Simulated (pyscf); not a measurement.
HS–SiH₂–SH → H₂Si=S + H₂S (elimination; singlet surface; H–S, S–Si broken, H–S formed). Optimised with ωB97X-D3(BJ)/def2-SVP in PySCF. Correlated levels are frozen-core, on RHF or UHF. ΔMP2 is the change of the MP2 total energy from the triple- to the quadruple-zeta basis. Energies in kJ/mol from the reactant's lowest minimum found.

| level | barrier | reaction energy |
|---|---|---|
| ωB97X-D3(BJ)/def2-TZVP | [?] | +200.1 |
| PBE/def2-TZVP | 134.5 | +170.7 |
| B3LYP-D3(BJ)/def2-TZVP | 155.5 | +173.4 |
| M06-2X/def2-TZVP | 162.3 | +180.4 |
| HF/def2-TZVP | 211.0 | +165.3 |
| CCSD(T)/def2-TZVPP | 165.8 | +170.9 |
| CCSD(T)/def2-TZVPP + ΔMP2(QZVPP) | [?] | [?] |

Fill in the missing entries.


- ωB97X-D3(BJ)/def2-TZVP, barrier: 169.9
- CCSD(T)/def2-TZVPP + ΔMP2(QZVPP), barrier: 163.3
- CCSD(T)/def2-TZVPP + ΔMP2(QZVPP), reaction energy: +173.8

Of the functionals in the table, M06-2X is closest to CCSD(T)/def2-TZVPP + ΔMP2(QZVPP) in the barrier (1.0 kJ/mol apart) and PBE least close (28.9 kJ/mol); that level has limits of its own. On the product side the descent ends in an adduct with a S–Si contact, 56.5 kJ/mol under the separated species and 26.3 kJ/mol under the saddle at ωB97X-D3(BJ)/def2-TZVP. At ωB97X-D3(BJ), PBE, B3LYP-D3(BJ), M06-2X, CCSD(T), CCSD(T) the saddle lies under the separated products, which points to a path from their complex (located at ωB97X-D3(BJ) alone), and parting the products costs more than the saddle. What is counted as broken (S–Si) persists as a longer contact in the product adduct; parting that adduct is a step of its own. This is the saddle that the search found; another between the same sides may lie lower. The CCSD(T) − MP2 part came from Ansatz, without density fitting, on the same reference.
